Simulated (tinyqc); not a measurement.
Inside a calculation. Method: RHF in the sto-3g basis, for LiH, spin multiplicity 1. One step of it, computed by the program tinyqc.

Question. Iteration 3: building the Fock matrix. J_ij = sum D_kl (ij|kl), K_ij = sum D_kl (ik|jl); F = H + J - 0.5 K; E = tr D H + tr D J / 2 - 0.25 tr D K + E_nn.

D after iteration 2, order 1Li 1s, 1Li 2s, 1Li 2px, 1Li 2py, 1Li 2pz, 2H 1s:
$$\begin{pmatrix}
2.014385 & -0.077314 & 0.000000 & 0.000000 & -0.111182 & -0.160021 \\
-0.077314 & 0.403107 & 0.000000 & 0.000000 & 0.329351 & 0.512140 \\
0.000000 & 0.000000 & 0.000000 & 0.000000 & 0.000000 & 0.000000 \\
0.000000 & 0.000000 & 0.000000 & 0.000000 & 0.000000 & 0.000000 \\
-0.111182 & 0.329351 & 0.000000 & 0.000000 & 0.271814 & 0.421206 \\
-0.160021 & 0.512140 & 0.000000 & 0.000000 & 0.421206 & 0.653896
\end{pmatrix}$$

core Hamiltonian H = T + V (hartree), order 1Li 1s, 1Li 2s, 1Li 2px, 1Li 2py, 1Li 2pz, 2H 1s:
$$\begin{pmatrix}
-4.684316 & -1.051670 & 0.000000 & 0.000000 & -0.011397 & -0.154826 \\
-1.051670 & -1.364016 & 0.000000 & 0.000000 & -0.104672 & -0.522502 \\
0.000000 & 0.000000 & -1.109422 & 0.000000 & 0.000000 & 0.000000 \\
0.000000 & 0.000000 & 0.000000 & -1.109422 & 0.000000 & 0.000000 \\
-0.011397 & -0.104672 & 0.000000 & 0.000000 & -1.191880 & -0.682505 \\
-0.154826 & -0.522502 & 0.000000 & 0.000000 & -0.682505 & -1.300727
\end{pmatrix}$$

Two-electron integrals (ij|kl) in chemists' order, unique and non-zero (hartree):
```
(11|11) 1.680395   (21|11) 0.265420   (21|21) 0.049941   (22|11) 0.397727
(22|21) 0.092860   (22|22) 0.290562   (31|31) 0.008981   (32|31) 0.013788
(32|32) 0.064184   (33|11) 0.396640   (33|21) 0.092880   (33|22) 0.290497
(33|33) 0.312946   (41|41) 0.008981   (42|41) 0.013788   (42|42) 0.064184
(43|43) 0.016869   (44|11) 0.396640   (44|21) 0.092880   (44|22) 0.290497
(44|33) 0.279207   (44|44) 0.312946   (51|51) 0.008981   (52|51) 0.013788
(52|52) 0.064184   (53|53) 0.016869   (54|54) 0.016869   (55|11) 0.396640
(55|21) 0.092880   (55|22) 0.290497   (55|33) 0.279207   (55|44) 0.279207
(55|55) 0.312946   (61|11) 0.036576   (61|21) 0.006931   (61|22) 0.013183
(61|33) 0.013029   (61|44) 0.013029   (61|51) 0.000848   (61|52) 0.001654
(61|55) 0.013496   (61|61) 0.001057   (62|11) 0.108341   (62|21) 0.025708
(62|22) 0.088005   (62|33) 0.083142   (62|44) 0.083142   (62|51) 0.004089
(62|52) 0.027083   (62|55) 0.097646   (62|61) 0.004294   (62|62) 0.047848
(63|31) 0.001805   (63|32) 0.009019   (63|53) 0.003912   (63|63) 0.002974
(64|41) 0.001805   (64|42) 0.009019   (64|54) 0.003912   (64|64) 0.002974
(65|11) 0.141177   (65|21) 0.033782   (65|22) 0.119480   (65|33) 0.111272
(65|44) 0.111272   (65|51) 0.006305   (65|52) 0.041633   (65|55) 0.135776
(65|61) 0.005814   (65|62) 0.070435   (65|65) 0.104687   (66|11) 0.277950
(66|21) 0.066927   (66|22) 0.253162   (66|33) 0.231071   (66|44) 0.231071
(66|51) 0.011180   (66|52) 0.094507   (66|55) 0.297207   (66|61) 0.011475
(66|62) 0.176259   (66|65) 0.268114   (66|66) 0.774606
```

nuclear repulsion = 0.83466437 hartree

Give: Coulomb J; exchange K; Fock matrix F; total energy of this density.

Answer.

Coulomb J (hartree), order 1Li 1s, 1Li 2s, 1Li 2px, 1Li 2py, 1Li 2pz, 2H 1s:
$$\begin{pmatrix}
4.0120 & 0.6860 & 0.0000 & 0.0000 & 0.0236 & 0.0990 \\
0.6860 & 1.3350 & 0.0000 & 0.0000 & 0.1633 & 0.5154 \\
0.0000 & 0.0000 & 1.3034 & 0.0000 & 0.0000 & 0.0000 \\
0.0000 & 0.0000 & 0.0000 & 1.3034 & 0.0000 & 0.0000 \\
0.0236 & 0.1633 & 0.0000 & 0.0000 & 1.3912 & 0.7240 \\
0.0990 & 0.5154 & 0.0000 & 0.0000 & 0.7240 & 1.7014
\end{pmatrix}$$

exchange K (hartree), order 1Li 1s, 1Li 2s, 1Li 2px, 1Li 2py, 1Li 2pz, 2H 1s:
$$\begin{pmatrix}
3.3633 & 0.5479 & 0.0000 & 0.0000 & -0.0024 & 0.0800 \\
0.5479 & 0.3568 & 0.0000 & 0.0000 & 0.2787 & 0.4296 \\
0.0000 & 0.0000 & 0.0603 & 0.0000 & 0.0000 & 0.0000 \\
0.0000 & 0.0000 & 0.0000 & 0.0603 & 0.0000 & 0.0000 \\
-0.0024 & 0.2787 & 0.0000 & 0.0000 & 0.3504 & 0.5191 \\
0.0800 & 0.4296 & 0.0000 & 0.0000 & 0.5191 & 1.0036
\end{pmatrix}$$

Fock matrix F (hartree), order 1Li 1s, 1Li 2s, 1Li 2px, 1Li 2py, 1Li 2pz, 2H 1s:
$$\begin{pmatrix}
-2.3540 & -0.6397 & 0.0000 & 0.0000 & 0.0134 & -0.0959 \\
-0.6397 & -0.2074 & 0.0000 & 0.0000 & -0.0807 & -0.2218 \\
0.0000 & 0.0000 & 0.1639 & 0.0000 & 0.0000 & 0.0000 \\
0.0000 & 0.0000 & 0.0000 & 0.1639 & 0.0000 & 0.0000 \\
0.0134 & -0.0807 & 0.0000 & 0.0000 & 0.0241 & -0.2180 \\
-0.0959 & -0.2218 & 0.0000 & 0.0000 & -0.2180 & -0.1011
\end{pmatrix}$$

total energy of this density = -7.838904 hartree

This density is a damped mixture and is not idempotent.
